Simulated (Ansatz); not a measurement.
Input file:

```yaml
crystal:
  periodic: [false, false, false]
  atoms:
    - {symbol: B, position_ang: [0.000000, 0.000000, 0.000000]}
    - {symbol: Ga, position_ang: [0.000000, 0.000000, 4.530000]}
basis:
  gaussian: {orbitals: cc-pVDZ, fitting: {mean_field: def2-universal-jkfit}}
magnetization: {spin_polarized: false, initial_magnetization: 2}
correlation: {active_space: {ras: {orbitals: [2, 2, 22], electrons: 6, max_holes: 3, max_particles: 3}, fixed_orbitals: true}}
scf: {lower_state_search: full}
```

```sh
$ ansatz run in.yaml --threads 1 --pin off --events-out ev --progress --plain --max-ram 2393MiB
```

The program prints:

```
341 factors; integrals over basis functions are off by at most 5.8e-2 eV
mean field evaluation 1: about -52998.3103 eV, gradient 2.5e0 eV
mean field evaluation 2: about -52998.4460 eV, gradient 3.2e0 eV
mean field evaluation 4: about -52999.0147 eV, gradient 3.1e0 eV
mean field evaluation 8: about -52999.0151 eV, gradient 3.1e0 eV
mean field evaluation 16: about -53000.0803 eV, gradient 2.0e-5 eV
mean field evaluation 32: about -53000.0489 eV, gradient 9.8e-2 eV
mean field evaluation 64: about -53000.0746 eV, gradient 7.7e-2 eV
mean field evaluation 96: about -53000.0460 eV, gradient 6.6e-4 eV
mean field evaluation 128: about -52998.5050 eV, gradient 8.3e-1 eV
mean field evaluation 160: about -52999.3653 eV, gradient 6.5e0 eV
mean field evaluation 192: about -52999.5752 eV, gradient 4.4e0 eV
mean field -53000.08271867 eV, -1947.7171151648 hartree, gradient 5.2e-7 eV, S^2 2.000000; 26 other end points of the search recorded, 0 dependent functions left out
reference -53000.08271867 eV, -1947.7171151648 hartree; 19, 17 occupied and 22, 24 virtual orbitals, 341 factors
state -53002.97166309 eV, -1947.8232819142 hartree
Total energy: -53002.97166309 eV, -1947.8232819142 hartree
```

Ran on 1 thread of Arm Neoverse V2, shared host: 3.5 s wall, 0.21 GiB peak host memory.
